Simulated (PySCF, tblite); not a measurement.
# C5H9N: geometry, infrared bands and NMR shifts

Aim: predict the infrared bands and NMR shifts of C5H9N (`C=CN1CCC1`).

The runs use tblite 0.8.0 and PySCF 2.14.0, with density-fitted response routines of our own; the level of theory stands in each step. All values are computed, except where a source is named. Atoms are numbered from 0 throughout.

## 1. The starting structure

15 atoms, charge 0, multiplicity 1; geometry from: force field or distance geometry start.

Bonds of the start (Å): C0–C1 1.34, C1–N2 1.40, N2–C3 1.45, C3–C4 1.53, C4–C5 1.50, C5–N2 1.47, C0–H6 1.08, C0–H7 1.09, C1–H8 1.09, C3–H9 1.09, C3–H10 1.11, C4–H11 1.10, C4–H12 1.11, C5–H13 1.11, C5–H14 1.10.

## 2. Geometry optimisation with GFN2-xTB

Job settings and geometry (Å):

```
{"job": {"kind": "relax", "xc": "GFN2-xTB", "basis": "xTB"}, "charge": 0, "multiplicity": 1}
C      2.468700    -0.430200    -0.192500
C      1.517800     0.509300    -0.264500
N      0.153100     0.241300    -0.376700
C     -0.769400    -0.748000    -0.898200
C     -1.722900    -0.314000     0.216700
C     -1.035800     1.004300     0.016000
H      2.241900    -1.483100    -0.235500
H      3.518100    -0.144100    -0.090100
H      1.840800     1.553800    -0.205400
H     -1.180300    -0.441900    -1.856800
H     -0.438000    -1.807300    -0.805700
H     -1.476900    -0.755900     1.195100
H     -2.790100    -0.360700    -0.068600
H     -1.425800     1.547000    -0.873000
H     -0.905400     1.637600     0.911500
```

The run is started by

```bash
$ OMP_NUM_THREADS=1 python probes_run.py task.json out
```

The driver reads the jobs from task.json and runs them one after another.

**Question.** This job is followed by: GFN2-xTB harmonic vibrations, gas phase; GIAO PBE0/pcSseg-1 NMR shielding, non-relativistic, gas phase. What will the session give for the following? strongest single infrared mode (GFN2-xTB); zero-point energy (GFN2-xTB); 13C shifts against TMS (PBE0/pcSseg-1, means over atoms taken as alike); 1H shifts against TMS (PBE0/pcSseg-1, means over atoms taken as alike); 15N shifts against NH3 (PBE0/pcSseg-1).

As calculated:

| quantity | value |
| --- | --- |
| strongest single infrared mode (GFN2-xTB) | 1702 cm⁻¹, 238 km/mol |
| zero-point energy (GFN2-xTB) | 81.1 kcal/mol |
| 13C shifts against TMS (PBE0/pcSseg-1, means over atoms taken as alike) | 148.0, 83.5, 52.3, 16.1 ppm |
| 1H shifts against TMS (PBE0/pcSseg-1, means over atoms taken as alike) | 6.08, 3.88, 3.73, 3.56, 2.14 ppm |
| 15N shifts against NH3 (PBE0/pcSseg-1) | 81.6 ppm |

In words: Over 80 steps the energy fell by 0.817 eV; of the close pairs, C4–C5 changed most, 1.500 to 1.535 Å. No mode is imaginary among the 39: a minimum at this level. The strongest single mode, at 1702 cm⁻¹, moves mainly C1 and C0. GFN2-xTB is a fitted tight-binding method: band positions and strengths are rough. Its intensities can rank the bands wrongly. C1 (alkene carbon bearing nitrogen) lies farthest downfield among carbon, at 148.0 ppm; an sp2 carbon further deshielded by the attached heteroatom. The most deshielded hydrogen is H8 (hydrogen on an alkene carbon bearing nitrogen), at 6.08 ppm: attached to an sp2 carbon and in the plane of the double bond. At PBE0/pcSseg-1: The widest tensor belongs to C1: span 201 ppm, with a paramagnetic part of -214 ppm.
